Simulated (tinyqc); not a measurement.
Worked calculation: Hueckel theory of the pi electrons with the omega technique, for the molecule C=CN (SMILES; centres numbered as the heavy atoms are written). Computed by tinyqc, a small Python program that keeps every step. Settings: charge = 0, omega = 0.6, damping = 0.7. Command: `OMP_NUM_THREADS=1 python tinyqc.py 26839 26840 out.jsonl` (the two numbers bound the seeds that draw the settings). One thread of a shared host (Intel(R) Xeon(R) Processor @ 2.60GHz), about 0.02 s of CPU time with the checks.

## The Hueckel matrix

Centres:
```
centre,"z_r, pi electrons of the neutral centre",h
1C,1,0.000000
2C,1,0.000000
3N,2,1.610000
```

Bonds:
```
i,j,k
1,2,1
2,3,0.700000
```

H_rr = alpha + h_r beta, H_rs = k_rs beta for bonded centres.

Hueckel matrix in units of beta (H = alpha + beta A), lower triangle:
```
,1C,2C,3N
1C,0.000000
2C,1.000000,0.000000
3N,0.000000,0.700000,1.610000
```

## Orbitals, round 1

pi electrons, sum of z_r less the charge = 4

Diagonalise; E = alpha + x beta with beta < 0, so the largest x are filled first; degenerate levels share their electrons. P = sum n_i c_ri c_si; each orbital has its largest coefficient positive (the first on a tie).

x values: 1.950728  0.753950  -1.094678

occupations: 2.000000  2.000000  0.000000

coefficients:
```
,MO1,MO2,MO3
1C,0.218915,0.716385,-0.662471
2C,0.427044,0.540119,0.725193
3N,0.877331,-0.441660,-0.187688
```

charge and bond-order matrix P, lower triangle:
```
,1C,2C,3N
1C,1.122263
2C,0.960839,0.948190
3N,-0.248676,0.272220,1.929547
```

## Omega technique, round 1

h_r = h_r(0) + omega q_r, omega = 0.6, with q_r = z_r - P_rr; 0.7 of the old diagonal is kept.

matrix after round 1, lower triangle:
```
,1C,2C,3N
1C,-0.022007
2C,1.000000,0.009326
3N,0.000000,0.700000,1.622682
```

## Orbitals, round 2

As before.

x values: 1.961172  0.747943  -1.099115

occupations: 2.000000  2.000000  0.000000

coefficients:
```
,MO1,MO2,MO3
1C,0.214407,0.712026,-0.668616
2C,0.425208,0.548225,0.720172
3N,0.879334,-0.438711,-0.185216
```

charge and bond-order matrix P, lower triangle:
```
,1C,2C,3N
1C,1.105904
2C,0.963037,0.962706
3N,-0.247677,0.266775,1.931390
```

## Omega technique, round 2

As before.

matrix after round 2, lower triangle:
```
,1C,2C,3N
1C,-0.034468
2C,1.000000,0.013241
3N,0.000000,0.700000,1.631227
```

## Convergence

Each round sets h_r = h_r(0) + omega (z_r - P_rr), keeping the share named as damping of the old diagonal; repeat until output and input diagonals agree to 1e-6.

Rounds:
```
round,sum n x,largest |h(out) - h(in)|
1,5.409356,7.34e-02
2,5.418230,4.15e-02
3,5.424797,2.38e-02
4,5.429477,1.39e-02
5,5.432760,8.93e-03
6,5.435045,6.10e-03
7,5.436629,4.17e-03
8,5.437724,2.86e-03
9,5.438481,1.96e-03
10,5.439004,1.34e-03
11,5.439364,9.23e-04
12,5.439612,6.34e-04
13,5.439783,4.36e-04
14,5.439900,3.00e-04
15,5.439981,2.06e-04
16,5.440037,1.42e-04
17,5.440076,9.74e-05
18,5.440102,6.70e-05
19,5.440120,4.61e-05
20,5.440133,3.17e-05
21,5.440141,2.18e-05
22,5.440147,1.50e-05
23,5.440151,1.03e-05
24,5.440154,7.10e-06
25,5.440156,4.88e-06
26,5.440157,3.36e-06
27,5.440158,2.31e-06
28,5.440159,1.59e-06
29,5.440159,1.09e-06
30,5.440160,7.52e-07
```

Converged in 30 rounds.

## Energy, charges, bond orders

final x values: 1.981264  0.738816  -1.110080

occupations: 2.000000  2.000000  0.000000

final P, lower triangle:
```
,1C,2C,3N
1C,1.087144
2C,0.965613,0.978581
3N,-0.244945,0.259101,1.934274
```

E = sum n x; q_r = z_r - P_rr; bond order p = P_rs; free valence = sqrt(3) - sum of p over the bonds of the atom.

pi energy = 4 alpha + this times beta = 5.440160

pi charges: 1C -0.087144, 2C 0.021419, 3N 0.065726

Bond orders and lengths from R = 1.517 - 0.180 p (angstrom, C-C alone):
```
bond,p,R
1-2,0.965613,1.343190
2-3,0.259101,-
```

free valence of the carbons: 1C 0.766438, 2C 0.507337

gap between the highest filled and the next level = 1.848896 |beta|
